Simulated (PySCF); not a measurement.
Molecule: n-BuOMe (SMILES COCCCC).

Geometry:
```tsv
atom	x (Å)	y (Å)	z (Å)
C1	-2.714	1.155	0.041
C2	-1.675	0.046	0.002
C3	-0.246	0.565	-0.064
C4	0.788	-0.538	-0.100
O5	2.065	0.026	-0.158
C6	3.088	-0.914	-0.189
H7	-2.571	1.805	0.920
H8	-3.737	0.753	0.088
H9	-2.649	1.795	-0.853
H10	-1.867	-0.609	-0.867
H11	-1.790	-0.598	0.892
H12	-0.035	1.211	0.806
H13	-0.112	1.198	-0.958
H14	0.688	-1.185	0.798
H15	0.612	-1.196	-0.979
H16	4.046	-0.376	-0.230
H17	3.089	-1.562	0.712
H18	3.020	-1.576	-1.077
```

Geometry PBE0-D3(BJ)/def2-SVP throughout; GIAO in PySCF 2.14.0 with density-fitted response routines, gas phase, one conformer, non-relativistic; equivalent atoms averaged; functional PBE0.

For orientation, pcSseg-0 gives these absolute shieldings σ: C4 115.3, C6 130.7, C3 157.9, C2 173.3, C1 175.6, O5 325.7, H16/H17/H18 29.32, H14/H15 29.80, H10/H11 31.82 ppm.

A run gave: C4 110.0, C6 127.5, C3 150.3, C2 164.0, C1 170.4, O5 307.9, H16/H17/H18 28.21, H14/H15 28.35, H10/H11 30.27 ppm (absolute shieldings σ).

Which basis set was used in that run?
A. def2-TZVP
B. 6-31G*
C. cc-pVDZ
D. STO-3G

## Answers

A. C4 tells them apart best: def2-TZVP gives 110.0, 6-31G* gives 123.7, cc-pVDZ gives 123.4, STO-3G gives 176.2 ppm.
